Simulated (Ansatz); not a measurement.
# C₂H₅NS: small, medium and large basis sets

The task here is to estimate one member of a computed series from the others.

The runs use Ansatz 0.2.0, Gaussian basis; one geometry, several basis sets.

Levels to be run: PBE0-D4/def2-SVP; ωB97M-V/def2-SVP; PBE0-D4/def2-QZVPP; ωB97M-V/def2-QZVPP; the functionals' def2-TZVPP values are taken from earlier runs.

## The geometry

The geometry comes from an earlier relaxation with PBE0-D4 in a triple-zeta def2 set; it is a stationary point, not always the lowest conformer.

9 atoms, charge 0, spin multiplicity 1.

Atoms are counted from 1 here; the program's logs count them from 0.

Bond lengths: C1–C2 1.335 Å, C1–H5 1.084 Å, C1–H6 1.080 Å, C2–N3 1.384 Å, C2–S4 1.770 Å, N3–H7 1.009 Å, N3–H8 1.008 Å, S4–H9 1.340 Å. Angles: C2–C1–H5 120.3°, C2–C1–H6 121.7°, H5–C1–H6 118.0°, C1–C2–N3 125.4°, C1–C2–S4 124.1°, N3–C2–S4 110.3°, C2–N3–H7 115.2°, C2–N3–H8 114.5°, H7–N3–H8 113.1°, C2–S4–H9 95.9°.

The first run:

in.yaml reads:

```yaml
crystal:
  periodic: [false, false, false]
  atoms:
    - {symbol: C, position_ang: [0.666811, 0.991187, -0.025486]}
    - {symbol: C, position_ang: [-0.166608, -0.050970, -0.051253]}
    - {symbol: N, position_ang: [0.013697, -1.203104, -0.796000]}
    - {symbol: S, position_ang: [-1.729900, -0.092739, 0.778240]}
    - {symbol: H, position_ang: [1.634195, 0.930112, -0.510584]}
    - {symbol: H, position_ang: [0.394187, 1.923434, 0.446102]}
    - {symbol: H, position_ang: [-0.224613, -2.061340, -0.322951]}
    - {symbol: H, position_ang: [0.894924, -1.252061, -1.283225]}
    - {symbol: H, position_ang: [-1.394094, 0.769182, 1.748057]}
basis:
  gaussian: {orbitals: def2-SVP}
hamiltonian: {xc: pbe0, dispersion: d4}
output: {orbitals: {seedname: orbitals}}
```

Started as:

```sh
> ansatz run in.yaml --threads 2 --pin off --events-out ev --progress --plain --max-ram 4352MiB
```

Steps of the session up to this table: PBE0-D4 in def2-SVP; ωB97M-V in def2-SVP; PBE0-D4 in def2-QZVPP; ωB97M-V in def2-QZVPP.

One table of the session follows, with a row left open; its other results are not shown here.

It belongs to the step «Functionals by basis». 

| functional | basis | HOMO (eV) | LUMO (eV) |
| --- | --- | --- | --- |
| PBE0-D4 | def2-SVP | -5.92 | 0.59 |
| PBE0-D4 | def2-TZVPP | ? | ? |
| PBE0-D4 | def2-QZVPP | -6.14 | -0.02 |
| ωB97M-V | def2-SVP | -8.08 | 2.63 |
| ωB97M-V | def2-TZVPP | -8.26 | 2.03 |
| ωB97M-V | def2-QZVPP | -8.31 | 1.52 |

**Question.** Estimate the row for PBE0-D4, def2-TZVPP.

**Answer.** HOMO (eV): -6.10; LUMO (eV): 0.16. In the column «HOMO (eV)» it lies between PBE0-D4, def2-QZVPP (-6.14) and PBE0-D4, def2-SVP (-5.92).
